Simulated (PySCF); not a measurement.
C2H3, SMILES [CH]=C (connectivity only; charge and spin as stated), charge +1, multiplicity 1. Geometry optimised at PBE-D3(BJ)/def2-TZVP. The multiplicity is an assumed one; other spin states were not compared. The isomer is the one that the SMILES or the coordinates give; other isomers of the formula were not compared.

The numbers are results of PBE-D3(BJ)/def2-TZVP in PySCF 2.14.0, not measurements.

Harmonic wavenumbers (cm⁻¹): 220, 637, 782, 1039, 1107, 1761, 2930, 2964, 3223. Rotational constants (GHz): 282.7, 32.74, 29.34; symmetry number 2.

Problem. Work out the zero-point energy and the ideal-gas rigid-rotor harmonic-oscillator thermochemistry at 298.15 K and 1 atm.

Solution. ZPE = ½ Σ hcν = ½ × 14664 cm⁻¹ = 87.71 kJ/mol. H − E(el) = 99.76 kJ/mol. Entropy in J/(mol K): translation 149.87, rotation 68.38, vibration 11.36, total 229.62. G − E(el) = 31.30 kJ/mol. Cp = 50.35 J/(mol K).
